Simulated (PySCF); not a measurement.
Gas-phase reaction: SiH3 + 3 SiCl + HCl = 4 SiHCl, at 1600 K and a standard pressure of 1 bar. Level: B3LYP/def2-TZVP†.

Computed with PySCF and rigid-rotor harmonic-oscillator thermochemistry at 1 bar. † marks an energy on the PBE0/def2-TZVP geometry and frequencies. Open shells (unrestricted): SiH3 (multiplicity 2), SiCl (multiplicity 2, electronic degeneracy 4); the rest are closed-shell singlets. Spin-orbit splitting is ignored; it lowers the true energy and changes the entropy of SiCl. B3LYP is the form with VWN-RPA correlation. SiHCl: computed as isolated molecules; such fragments, hydroxides, amides, oligomers or adducts are transient or little studied in the gas. The harmonic model lacks anharmonicity and excited electronic states, which grow with temperature; levels with a mode under 35 cm⁻¹ are left out.

```
species      E (Ha)  H(1600 K) − E (kJ/mol)  S°(1600 K) (J/mol/K)
-------  ----------  ----------------------  --------------------
SiH3     -291.26257                   147.6                 314.2
SiCl     -749.71904                    60.1                 299.7
HCl      -460.83511                    67.1                 237.9
SiHCl    -750.34079                    97.4                 334.1
```
E: electronic energy; H − E holds the zero-point and thermal terms. 1 Ha = 2625.5 kJ/mol.

Task: Work out ΔH°, ΔS°, ΔG° and log10 K from these numbers.

Result: 1. ΔE = 4×(-750.34079) − 1×(-291.26257) − 3×(-749.71904) − 1×(-460.83511) = -0.10836 Ha = -284.5 kJ.
2. Δ(H − E) = 4×(97.4) − 1×(147.6) − 3×(60.1) − 1×(67.1) = -5.4 kJ, so ΔH° = -289.9 kJ.
3. ΔS° = 4×(334.1) − 1×(314.2) − 3×(299.7) − 1×(237.9) = -114.8 J/K; the number of gas molecules changes by -1.
4. ΔG° = ΔH° − TΔS° = -289.9 − 1600×(-114.8)/1000 = -106.2 kJ.
5. log10 K = −ΔG°/(RT ln 10) = 3.47, with RT ln 10 = 30.63 kJ/mol; at standard pressures the products are favoured.
6. A shift of 10 kJ in ΔE would move log10 K by 0.33 here.
7. Lowering the total pressure from 1 bar to 0.01 bar multiplies the mole-fraction quotient K_x = K (p/p°)^(−Δn) by 10^-2, which pushes the balance towards the reactants.
For scale, ΔH°(298 K) is -291 kJ at this level, -344 kJ at ωB97M-V/def2-TZVP†, and runs from -442 to -162 kJ over the 20 levels computed.
